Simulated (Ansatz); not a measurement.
A ladder of methods for AlHF (SMILES [F][AlH])

AlHF: 3 atoms, total charge 0, spin state doublet. As SMILES, `[F][AlH]`. Geometry: relaxed at PBE0-D4/def2-TZVP.

```xyz
3

F     0.9071    0.8932    0.5856
Al   -0.4325    0.3180   -0.1995
H    -0.4854   -1.2761   -0.3993
```

Each level gives the vertical ionisation energy (to the singlet cation) (eV). The values are calculated.

```json
{"level": "USVWN5/STO-3G", "kind": "LDA", "program": "Ansatz", "value (eV)": "4.28", "less FCI/STO-3G": "+0.75"}
{"level": "UBLYP/STO-3G", "kind": "GGA", "program": "Ansatz", "value (eV)": "4.28", "less FCI/STO-3G": "+0.75"}
{"level": "UPBE/STO-3G", "kind": "GGA", "program": "Ansatz", "value (eV)": "4.37", "less FCI/STO-3G": "+0.84"}
{"level": "U-r2SCAN0/STO-3G", "kind": "hybrid meta-GGA", "program": "Ansatz", "value (eV)": "4.77", "less FCI/STO-3G": "+1.24"}
{"level": "UHSE06/STO-3G", "kind": "range-separated hybrid", "program": "Ansatz", "value (eV)": "4.60", "less FCI/STO-3G": "+1.07"}
{"level": "UB2PLYP/STO-3G", "kind": "double hybrid", "program": "Ansatz", "value (eV)": "4.27", "less FCI/STO-3G": "+0.74"}
{"level": "RPA@PBE/STO-3G", "kind": "RPA", "program": "Ansatz", "value (eV)": "3.36", "less FCI/STO-3G": "-0.17"}
{"level": "UMP2/STO-3G", "kind": "perturbation theory", "program": "Ansatz", "value (eV)": "3.81", "less FCI/STO-3G": "+0.28"}
{"level": "UBCCD(T)/STO-3G", "kind": "coupled cluster or CI", "program": "Ansatz", "value (eV)": "3.55", "less FCI/STO-3G": "+0.02"}
{"level": "FCI/STO-3G", "kind": "exact in the basis", "program": "Ansatz", "value (eV)": "3.53", "less FCI/STO-3G": "0.00"}
```

FCI/STO-3G is exact within its basis and frozen core, so for wave-function methods in that basis the difference is their error; functionals converge differently with the basis, so for them it is only a difference. The values span 3.36 to 4.77 eV. All rows use very small basis sets, so none should be taken for the real molecule's value.
